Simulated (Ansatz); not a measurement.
## PdH2O, triplet: from triple and quadruple zeta to the limit

```xyz
4

Pd    0.0079    0.0000    0.3469
O    -0.0996    0.0000   -2.0115
H     0.3739   -0.7694   -2.3471
H     0.3739    0.7694   -2.3471
```

Connectivity, by distances: Pd–OH2.

Ansatz 0.2.0, UHF determinant, valence electrons correlated, core potentials past Kr. Energies in eV.

| set | X | functions | Hartree–Fock | MP2 correlation | CCSD(T) correlation | time |
| --- | --- | --- | --- | --- | --- | --- |
| def2-TZVPP | 3 | 115 | -5526.6032 | -15.8011 | -16.0478 | 16 s on 1 × NVIDIA H100 80GB HBM3 with 1 thread of AMD EPYC 7R13 Processor (Zen 3), on a shared host |
| def2-QZVPP | 4 | 205 | -5526.7497 | -17.1871 | -17.3940 | 38 s on 1 × NVIDIA H100 80GB HBM3 with 1 thread of AMD EPYC 7R13 Processor (Zen 3), with other jobs on the host |

Hartree–Fock is taken to follow E(X) = E∞ + A·exp(−7.88·√X), correlation E(X) = E∞ + B·X^−2.97.

Cautions: no spin-orbit coupling; outer-core shells of the metal frozen; lower spins were not checked; higher spins were not checked.

Task: Work out the CCSD(T) energy at the limit, and how far the shortcut misses it that extrapolates MP2 and adds CCSD(T) minus MP2 from the smaller set.

Result: Hartree–Fock: E∞ = E4 + 0.1377·(E4 − E3) = -5526.7699. Correlation: E∞ = E4 + 0.7407·(E4 − E3) = -18.3911 for CCSD(T) and -18.2138 for MP2. The limit is -5545.1611 eV, 1.017 eV below def2-QZVPP. The shortcut gives a correlation energy of -18.2138 + (-0.2467) = -18.4605, 69 meV lower than the direct value.

The exponents were fitted on light atoms, and def2 sets of heavy atoms don't grow evenly, so the limit is rough here.
